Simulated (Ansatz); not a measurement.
Two shapes of singlet C2H3N.

Shape 1:

```xyz
6

C     0.0031   -0.0087   -1.1786
C     0.0016   -0.0069    0.2712
N     0.0021   -0.0079    1.4294
H    -0.0037   -1.0334   -1.5647
H    -0.8892    0.5132   -1.5645
H     0.8992    0.5237   -1.5547
```

Shape 2:

```xyz
6

C    -0.0054   -0.0155   -1.2220
C     0.0196    0.0424    0.2962
N     0.0197   -0.0454    1.4422
H    -0.0057   -1.0570   -1.5982
H    -0.8824    0.4746   -1.5293
H     0.8824    0.4850   -1.5936
```

Basis set: STO-3G (spherical functions). Frozen core: 3 orbitals. Charge 0, multiplicity 1.

Computed with Ansatz (development build ahead of 0.2.0); each method stands on the lowest determinant of its kind that the runs found.

Task: Which shape is lower in energy, and by how much in each method?

Result:

```csv
method,E(2) − E(1) (eV)
RHF,0.066
RHF-MP2,0.130
```

Shape 1 is lower.
